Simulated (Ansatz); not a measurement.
# CH₃S radical (SMILES [CH2]S): one structure at several levels

An exercise on one series of results from a longer session: the logs are not shown, and one member is left open.

Method: single points in def2-TZVPP; program: Ansatz 0.2.0, Gaussian basis.

Correlated methods freeze the cores. Orbitals are unrestricted.

**The system as given**

SMILES `[CH2]S`, 5 atoms, charge 0, spin multiplicity 2.

Atoms are counted from 1 here; the program's logs count them from 0.

Bond lengths: C1–S2 1.894 Å, C1–H3 1.254 Å, C1–H4 1.080 Å, S2–H5 1.265 Å. Angles: S2–C1–H3 112.8°, S2–C1–H4 122.4°, H3–C1–H4 121.0°, C1–S2–H5 97.5°.

Coordinates:

```xyz
5
charge 0, multiplicity 2
C     0.0138   -0.7014    0.0846
S     0.8396    0.9853    0.3315
H    -1.1243   -0.6144   -0.4351
H     0.3002   -1.5747    0.6516
H     0.3642    1.5535   -0.6939
```

Set-up of the first run:

run/in.yaml

```yaml
crystal:
  periodic: [false, false, false]
  atoms:
    - {symbol: C, position_ang: [0.013800, -0.701400, 0.084600]}
    - {symbol: S, position_ang: [0.839600, 0.985300, 0.331500]}
    - {symbol: H, position_ang: [-1.124300, -0.614400, -0.435100]}
    - {symbol: H, position_ang: [0.300200, -1.574700, 0.651600]}
    - {symbol: H, position_ang: [0.364200, 1.553500, -0.693900]}
basis:
  gaussian: {orbitals: def2-TZVPP}
magnetization: {spin_polarized: true, initial_magnetization: 1}
correlation: {method: ccsd_t}
scf: {omitted_lower_state_checks: [cluster_reference]}
output: {forces: true}
```

The command line of these runs was not kept.

Among the steps run: CCSD(T)/def2-TZVPP; PBE0-D4/def2-TZVPP; wB97M-V/def2-TZVPP; r2SCAN-D4/def2-TZVPP; PBE-D4/def2-TZVPP; r2SCAN0-D4/def2-TZVPP; revPBE-D4/def2-TZVPP.

One of the session's tables, all rows but one given; the rest of the session is left out.

```
    method  RMS force component (eV/Å)  angle to CCSD(T) forces (°)  dipole (D)
   CCSD(T)                       1.908                    reference        0.92
   PBE0-D4                       1.990                          2.4        0.98
   wB97M-V                           ?                            ?           ?
 r2SCAN-D4                       1.946                          1.3        0.99
    PBE-D4                       1.964                          5.1        0.85
r2SCAN0-D4                       1.976                          2.5        1.07
 revPBE-D4                       1.946                          5.3        0.85
```

Estimate the missing values for wB97M-V.

**Answer.** RMS force component (eV/Å): 1.961; angle to CCSD(T) forces (°): 2.3; dipole (D): 0.92. In the column «RMS force component (eV/Å)» it lies between revPBE-D4 (1.946) and PBE-D4 (1.964).
